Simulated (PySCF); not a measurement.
Compound: C₄H₄P (charge -1).
Bonds: C1–C2 (aromatic), C2–C3 (aromatic), C3–P4 (aromatic), P4–C5 (aromatic), C1–C5 (aromatic). Hydrogens: H6 on C1; H7 on C2; H8 on C3; H9 on C5.

The same species was optimised twice, with GFN2-xTB and with PBE0-D3(BJ)/def2-SVP (PySCF), and the same property calculations (PySCF, gas phase) were run on both structures.

```csv
coordinate,GFN2-xTB,PBE0-D3(BJ)/def2-SVP,change
C2–C3 (Å),1.378,1.398,+0.020
C1–C5 (Å),1.377,1.398,+0.021
C3–P4 (Å),1.745,1.764,+0.019
P4–C5 (Å),1.745,1.764,+0.019
C1–C2 (Å),1.398,1.415,+0.017
C5–H9 (Å),1.083,1.096,+0.013
C3–H8 (Å),1.084,1.096,+0.012
C1–H6 (Å),1.086,1.098,+0.012
C2–H7 (Å),1.087,1.098,+0.011
P4–C3–H8 (°),122.4,124.3,+1.9
P4–C5–H9 (°),122.5,124.2,+1.7
C2–C3–H8 (°),124.7,123.3,-1.4
C1–C5–H9 (°),124.7,123.4,-1.3
C1–C2–H7 (°),123.9,123.3,-0.6
C3–P4–C5 (°),89.3,89.9,+0.6
C2–C1–H6 (°),123.9,123.3,-0.6
C2–C3–P4 (°),112.8,112.4,-0.4
```

Rotational constants: A = 8182, B = 5263, C = 3203 MHz (GFN2-xTB) against A = 7943, B = 5160, C = 3128 MHz (PBE0-D3(BJ)/def2-SVP). Point groups within 0.08 Å: C2v and C2v.

On the GFN2-xTB structure: HOMO (eV) -0.15 [PBE0/pcSseg-1]; LUMO (eV) 5.88 [PBE0/pcSseg-1]; GIAO shielding of C1/C2 (mean) (ppm) 72.1 [PBE0/pcSseg-1]; GIAO shielding of C3/C5 (mean) (ppm) 56.1 [PBE0/pcSseg-1]; GIAO shielding of P4 (ppm) 249.4 [PBE0/pcSseg-1]; C1s of C1 (eV) 284.21 [delta-SCF UKS SCAN, pcX-2 on the ionised atom, pcseg-1 elsewhere, spin-free X2C]; C1s of C3 (eV) 283.87 [delta-SCF UKS SCAN, pcX-2 on the ionised atom, pcseg-1 elsewhere, spin-free X2C]; P1s of P4 (eV) 2142.81 [delta-SCF UKS SCAN, pcX-2 on the ionised atom, pcseg-1 elsewhere, spin-free X2C]; P2p of P4 (eV) 129.60 [delta-SCF UKS SCAN, pcX-2 on the ionised atom, pcseg-1 elsewhere, spin-free X2C].

Q: What do these properties become on the PBE0-D3(BJ)/def2-SVP structure?

A: 
```tsv
property	level	on GFN2-xTB	on PBE0-D3(BJ)/def2-SVP	change
HOMO (eV)	PBE0/pcSseg-1	-0.15	-0.18	-0.03
LUMO (eV)	PBE0/pcSseg-1	5.88	5.74	-0.14
energy, GFN2-xTB geometry as zero (kcal/mol)	PBE0/pcSseg-1	0.0	-0.7	-0.7
GIAO shielding of C1/C2 (mean) (ppm)	PBE0/pcSseg-1	72.1	67.0	-5.1
GIAO shielding of C3/C5 (mean) (ppm)	PBE0/pcSseg-1	56.1	51.5	-4.6
GIAO shielding of P4 (ppm)	PBE0/pcSseg-1	249.4	237.3	-12.1
C1s of C1 (eV)	delta-SCF UKS SCAN, pcX-2 on the ionised atom, pcseg-1 elsewhere, spin-free X2C	284.21	284.33	+0.12
C1s of C3 (eV)	delta-SCF UKS SCAN, pcX-2 on the ionised atom, pcseg-1 elsewhere, spin-free X2C	283.87	284.00	+0.13
P1s of P4 (eV)	delta-SCF UKS SCAN, pcX-2 on the ionised atom, pcseg-1 elsewhere, spin-free X2C	2142.81	2142.94	+0.13
P2p of P4 (eV)	delta-SCF UKS SCAN, pcX-2 on the ionised atom, pcseg-1 elsewhere, spin-free X2C	129.60	129.72	+0.12
```

The heavy atoms differ by 0.017 Å rms after alignment. Among all bonds C1–C5 and C2–C3 change most and about equally (+0.020 to +0.021 Å). Changes are differences of the printed values. Neither structure is proved a minimum here. Isolated species at its PBE0-D3(BJ)/def2-SVP geometry, gas phase. The geometry's basis has no diffuse functions, a weakness for an anion.
